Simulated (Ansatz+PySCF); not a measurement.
# doublet CH2(+): levels of theory in one basis

```xyz
3

C     0.0000    0.2464    0.0000
H     0.0000   -0.1232   -1.0542
H     0.0000   -0.1232    1.0542
```

Basis set: cc-pVTZ (spherical functions). Correlated methods keep 1 orbital frozen. Correlation on ROHF uses semicanonical orbitals with singles. Charge 1, multiplicity 2.

Computed with Ansatz (development build ahead of 0.2.0); each method stands on the lowest determinant of its kind that the runs found.

```tsv
method	E − E(ROHF) (eV)	<S²> of the determinant
ROHF	0.00	0.75
UHF	-0.08	0.76
ROHF-MP2	-2.69	–
UHF-MP2	-2.69	0.76
```

What does ROHF-CCSD(T) give on the same scale?

-3.30 eV.
